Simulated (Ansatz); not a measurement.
Ansatz (a program for electronic structure) input (PBE0/def2-TZVPD):

Ansatz 0.2 input:
```yaml
crystal:
  periodic: [false, false, false]
  atoms:
    - {symbol: C, position_ang: [-0.00000000, -0.00000000, -0.47198407]}
    - {symbol: C, position_ang: [0.00000000, 0.00000000, 0.72801579]}
    - {symbol: H, position_ang: [-0.00000000, -0.00000000, -1.53619029]}
basis:
  gaussian:
    orbitals: def2-TZVPD
hamiltonian:
  xc: {name: PBE0}
total_charge: 1
magnetization: {spin_polarized: true, initial_magnetization: 2}
```

End of the output:

```
integrals: 0.01 GiB planned
399 factors; their error is unknown
mean field: 0.19 GiB planned
mean field evaluation 1: about -2066.9528 eV, gradient 3.1e1 eV
mean field evaluation 2: about -2066.2511 eV, gradient 3.1e1 eV
mean field evaluation 4: about -2071.1126 eV, gradient 9.5e-1 eV
mean field evaluation 8: about -2071.1221 eV, gradient 3.3e-2 eV
mean field evaluation 16: about -2071.1216 eV, gradient 8.8e-6 eV
mean field -2071.12160236 eV, -76.1123150300 hartree, gradient 8.9e-6 eV, S^2 2.018670; 1 other end points of the search recorded, 0 dependent functions left out
reference -2071.12162299 eV, -76.1123157881 hartree; 7, 5 occupied and 76, 78 virtual orbitals, 399 factors
Total energy: -2071.12162299 eV, -76.1123157881 hartree
```

This state (charge 1, triplet) is run at the relaxed geometry of the species with charge 0 and multiplicity 2.
